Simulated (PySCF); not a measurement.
Structure problem from calculated spectra and properties.

Elements present: C and H. Monoisotopic mass: 56.0626 u.

* UV, first state: lowest singlet excitation: 8.30 eV (149 nm, f = 0.060 summed over 2 states within 0.01 eV) [TDDFT CAM-B3LYP/def2-SVPD]
* Polarisability: 46.0 au [CAM-B3LYP/def2-SVPD]
* 13C NMR: chemical shifts (computed TMS as zero) by class: 21.2 (4 C) ppm [GIAO PBE0/pcSseg-1]
* XPS: C1s 290.3 (×4) eV [ΔSCF SCAN, pcX-2 on the ionised atom, pcseg-1 elsewhere, spin-free X2C]
* Dipole: 0.00 D [CAM-B3LYP/def2-SVPD]
* Couplings: largest of the computed one-bond spin–spin couplings (means over like bonds): 13C–1H +138.6 (×8), 13C–13C +29.2 (×4) Hz [B3LYP/pcJ-1, spin–dipole term left out]
* Rotational structure: rotational constants A, B, C: 10.858, 10.856, 6.322 GHz [GFN2-xTB]
* Triplet: lowest triplet excitation (Tamm–Dancoff): 8.09 eV [TDA CAM-B3LYP/def2-SVPD]
* 1H NMR: chemical shifts (computed TMS as zero) by class: 2.10 (8 H) ppm [GIAO PBE0/pcSseg-1]

Electronic properties: PySCF, gas phase, density fitting. Levels stand in brackets. Geometry: GFN2-xTB; no solvent, vibrations or thermal averaging. NMR classes are plain means over equivalent atoms (diastereotopic ones count apart unless rotation or inversion swaps them), as if these changed places fast.

Task: Which formula fits the mass and the elements?

Result: C4H8 (calculated 56.0626). No other formula that holds each of these elements comes within 0.0003 u with a fitting electron parity and a possible valence count.

Task: Give a SMILES that accounts for the data.

Result: Numbering: `[CH2:1]1[CH2:2][CH2:3][CH2:4]1`. Its formula, C4H8, gives 1 degree of unsaturation: 1 ring and 0 π bonds in the structure found. 4 carbons fall into 1 class: four-membered-ring carbon [C1/C2/C3/C4] (21.2 ppm, 4 C). All hydrogens form one class (2.10 ppm): methylene hydrogen. The couplings run between: +138.6 Hz, four-membered-ring carbon [C1] and its hydrogen (with 7 like pairs); +29.2 Hz, four-membered-ring carbon [C1] and four-membered-ring carbon [C2] (with 3 like pairs). The core levels belong to: C1s 290.3 eV, four-membered-ring carbon [C1/C2/C3/C4]. The vanishing dipole is forced by symmetry. The optimised geometry has point group D2d and is an oblate symmetric top (the spread among constants that symmetry makes equal is optimisation noise). Structure: cyclobutane, `C1CCC1`. Computed isomers that give other values at the same levels: `C/C=C/C` (lowest singlet excitation: 6.88 eV (180 nm, f = 0.004)); `CC1CC1` (13C chemical shifts (computed TMS as zero) by class: 21.8 (1 C), 8.2 (1 C), 7.2 (2 C) ppm); `C=C(C)C` (13C chemical shifts (computed TMS as zero) by class: 150.6 (1 C), 117.1 (1 C), 27.1 (2 C) ppm). The assignments are read from this structure; whether some other isomer fits the data as well wasn't checked.
